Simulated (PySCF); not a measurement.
## Static response to an electric field

Species: 2-butyne, C4H6.
Structure used (GFN2-xTB), in Å, numbered top down from 1:
```xyz
10
C4H6 angstrom
C      2.0343   -0.0024    0.2344
C      0.5958   -0.0003    0.0673
C     -0.5941    0.0011   -0.0717
C     -2.0326    0.0035   -0.2390
H      2.5202   -0.2627   -0.7060
H      2.3760    0.9844    0.5470
H      2.3216   -0.7309    0.9924
H     -2.4753   -0.8211    0.3198
H     -2.2867   -0.1087   -1.2930
H     -2.4504    0.9418    0.1263
```

Level: PBE0/def2-SVPD (PySCF), static field, nuclei fixed, core orbitals frozen in the response. The polarisability tensor in these axes (au):

```
x   70.93 -0.05  3.92
y   -0.05 37.30  0.00
z    3.92  0.00 37.76
```

Problem. Diagonalise the tensor; give its mean and Δα, where Δα² is half the sum of the squared differences of the eigenvalues.

Solution. Principal values 37.30, 37.30 and 71.39 au; mean 48.66 au = 7.21 Å³ = 8.02 × 10⁻⁴⁰ C²·m²/J; Δα = 34.09 au (70 % of the mean).

Problem. What is the dipole moment?

Solution. 0.00 D at this geometry.

Problem. What depolarisation ratio follows for Rayleigh scattering of linearly polarised light, taking the static tensor?

Solution. ρ = 3Δα²/(45ᾱ² + 4Δα²) = 3486.1/(106567 + 4648.1) = 0.0313.

Problem. What would n − 1 = 2πNα be for an ideal gas of these molecules at 400 K and 1 atm, electronic part alone?

Solution. N = p/kT = 1.8347 × 10¹⁹ cm⁻³, so n − 1 = 2π × N × 7.21 × 10⁻²⁴ cm³ = 831 × 10⁻⁶ at long wavelengths.

Problem. Molar refractivity from α?

Solution. Lorentz–Lorenz: R = (4π/3)N_A α = 2.5225 cm³/(mol·Å³) × 7.21 Å³ = 18.2 cm³/mol, in the limit of long wavelengths.

Problem. What are the principal values of the traceless quadrupole moment, Θ = ½Σq(3rr − r²1), about the centre of nuclear charge?

Solution. -2.94, -2.94, 5.88 D·Å. With no charge and no dipole, the values don't depend on the origin. The electronic extent ⟨r²⟩ about the same centre is 396 bohr², a root-mean-square distance of 1.92 Å for the 30 electrons.

Problem. Find the Langevin capture rate constant for O2+ (31.990 u) meeting this molecule (54.047 u), k = 2.342 × 10⁻⁹ cm³/s × √(α in Å³ / reduced mass in u).

Solution. The reduced mass is 20.10 u, so k = 1.40 × 10⁻⁹ cm³/s.

Geometry: GFN2-xTB; no solvent, vibrations or thermal averaging.
